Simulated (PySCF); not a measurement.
**Name the molecule from its bond curve**

A diatomic of charge +1 contains S. Its doublet curve at PBE0 in a double-zeta basis (no relativity, PySCF), in eV from the separated fragments:

```json
{"R (Å)": "1.285", "E (eV)": "-4.021"}
{"R (Å)": "1.345", "E (eV)": "-5.247"}
{"R (Å)": "1.404", "E (eV)": "-5.927"}
{"R (Å)": "1.449", "E (eV)": "-6.168"}
{"R (Å)": "1.494", "E (eV)": "-6.233"}
{"R (Å)": "1.539", "E (eV)": "-6.163"}
{"R (Å)": "1.599", "E (eV)": "-5.917"}
{"R (Å)": "1.673", "E (eV)": "-5.453"}
{"R (Å)": "1.763", "E (eV)": "-4.786"}
{"R (Å)": "1.882", "E (eV)": "-3.859"}
```

The fit gives ωe = 1456 cm⁻¹ and the rotational constant Bₑ = 0.8689 cm⁻¹.

Question: Which atom is the partner?

Answer: The minimum lies at 1.491 Å, so the reduced mass is 16.8576 u Å² cm⁻¹/(Bₑ·Re²) = 8.727 u. With S at 31.97 u the partner weighs about 12.0 u: C. The molecule is CS⁺.

The state is the lowest determinant that a PBE0 search found; another state may lie lower at other levels.
